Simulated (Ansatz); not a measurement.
Ansatz (an electronic-structure program) input (CCSD(T)/def2-SVP):

Ansatz 0.2 input:
```yaml
crystal:
  periodic: [false, false, false]
  atoms:
    - {symbol: N, position_ang: [-0.00000000, -0.00000000, -0.67156643]}
    - {symbol: O, position_ang: [0.00000000, 0.00000000, 0.58762062]}
basis:
  gaussian:
    orbitals: def2-SVP
total_charge: -1
magnetization: {spin_polarized: false}
correlation: {method: ccsd_t, electrons: outside_noble_gas}
```

Output:

```
Functional definition: HF
integrals: 0.00 GiB planned
272 factors; integrals over basis functions are off by at most 1.3e-3 eV
mean field: 0.05 GiB planned
mean field evaluation 1: about -3509.5226 eV, gradient 2.7e1 eV
mean field evaluation 2: about -3509.5261 eV, gradient 2.7e1 eV
mean field evaluation 4: about -3511.0241 eV, gradient 3.3e0 eV
mean field evaluation 8: about -3511.0546 eV, gradient 1.3e-3 eV
mean field evaluation 16: about -3511.0508 eV, gradient 2.8e-1 eV
mean field evaluation 32: about -3511.0558 eV, gradient 1.1e0 eV
mean field -3511.05463408 eV, -129.0288779243 hartree, gradient 2.3e-6 eV, S^2 0.000000; 2 other end points of the search recorded, 0 dependent functions left out; unrestricted orbitals would lower it
mean field evaluation 64: about -3511.0506 eV, gradient 4.3e-1 eV
unrestricted determinant -3512.49390293 eV, -129.0817700787 hartree, S^2 1.0135
2 core orbitals not correlated
reference -3511.05463408 eV, -129.0288779243 hartree; 6, 6 occupied and 20, 20 virtual orbitals, 272 factors
second order -9.02989320 eV of doubles, -0.00000000 eV of singles
coupled cluster: 0.05 GiB planned
cycle   1  -8.92403856 eV  change    1.1e-1 eV  update   9.2e-2
cycle   2  -9.23856545 eV  change   -3.1e-1 eV  update   3.1e-2
cycle   3  -9.34317781 eV  change   -1.0e-1 eV  update   2.0e-2
cycle   4  -9.33191321 eV  change    1.1e-2 eV  update   8.1e-3
cycle   5  -9.33705337 eV  change   -5.1e-3 eV  update   5.5e-3
cycle   6  -9.34018077 eV  change   -3.1e-3 eV  update   3.6e-3
cycle   7  -9.34188429 eV  change   -1.7e-3 eV  update   1.6e-3
cycle   8  -9.34272225 eV  change   -8.4e-4 eV  update   3.7e-4
cycle   9  -9.34283440 eV  change   -1.1e-4 eV  update   1.1e-4
cycle  10  -9.34292419 eV  change   -9.0e-5 eV  update   3.4e-5
cycle  11  -9.34291730 eV  change    6.9e-6 eV  update   1.2e-5
cycle  12  -9.34290991 eV  change    7.4e-6 eV  update   4.5e-6
cycle  13  -9.34290254 eV  change    7.4e-6 eV  update   1.4e-6
coupled cluster: 0.05 GiB planned
perturbative correction -0.32311559 eV, -0.0118742791 hartree
Total energy: -3520.72065222 eV, -129.3840975390 hartree
```
